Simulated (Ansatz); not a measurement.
Born–Oppenheimer molecular dynamics of C4H8OS (14 atoms, charge 0, multiplicity 1). It starts from a relaxed structure.

Theory: RKS r2SCAN-D4/STO-3G (Ansatz 0.2.0).

```
ensemble        : NVT, Langevin thermostat
time step       : 0.25 fs
steps asked     : 293
set temperature : 200 K
friction        : 0.05 /fs
seed            : 41294
```

First frame:

```xyz
14
Properties=species:S:1:pos:R:3
C -0.194 -0.774 -2.171
C -0.154 -0.247 -0.930
O 0.176 -1.090 0.183
C 1.441 -0.611 0.784
S -0.572 1.474 -0.598
C -1.289 1.226 1.067
H 0.160 -1.791 -2.359
H -0.573 -0.202 -3.021
H 1.579 -1.186 1.718
H 2.302 -0.799 0.110
H 1.404 0.472 1.018
H -0.851 1.933 1.786
H -1.063 0.197 1.385
H -2.379 1.370 1.057
```

Problem. What does the run give?

Solution. All steps were run.

```json
{"steps done": "293", "time covered": "73.25 fs", "mean temperature over the second half": "228 K", "spread of the potential energy over the second half": "5.3 meV per atom", "mean potential energy of the second half above the start": "26.2 meV per atom"}
```

The mean temperature of the second half is 14 % above the set value. A run of 0.073 ps of so small a system gives no equilibrium averages. Limits of this set-up: minimal basis.

Problem. What happens to the structure?

Solution. The same pairs are bonded in the first frame and the last. Pairs count as bonded within 1.25 times the sum of covalent radii (0.12 Å more for H–H). The details hang on the random start.

Problem. How do temperature and energy run in time?

Solution. 
| time (fs) | T (K) | potential energy less start (eV) |
| --- | --- | --- |
| 0 | 186 | 0.000 |
| 2.25 | 139 | 0.121 |
| 4.5 | 170 | 0.157 |
| 6.75 | 116 | 0.192 |
| 9 | 161 | 0.140 |
| 11.25 | 154 | 0.174 |
| 13.5 | 133 | 0.221 |
| 15.75 | 170 | 0.226 |
| 18 | 156 | 0.242 |
| 20.25 | 185 | 0.188 |
| 22.5 | 177 | 0.261 |
| 24.75 | 173 | 0.291 |
| 27 | 156 | 0.335 |
| 29.25 | 173 | 0.352 |
| 31.5 | 236 | 0.325 |
| 33.75 | 199 | 0.420 |
| 36 | 266 | 0.308 |
| 38.25 | 176 | 0.440 |
| 40.5 | 303 | 0.261 |
| 42.75 | 175 | 0.446 |
| 45 | 261 | 0.335 |
| 47.25 | 234 | 0.434 |
| 49.5 | 188 | 0.444 |
| 51.75 | 214 | 0.402 |
| 54 | 237 | 0.431 |
| 56.25 | 277 | 0.326 |
| 58.5 | 224 | 0.431 |
| 60.75 | 260 | 0.362 |
| 63 | 214 | 0.446 |
| 65.25 | 222 | 0.365 |
| 67.5 | 218 | 0.273 |
| 69.75 | 200 | 0.255 |
| 72 | 232 | 0.234 |

Time of the run: 26 min on 1 thread of Arm Neoverse V1, on a shared host, peak memory 0.13 GiB.
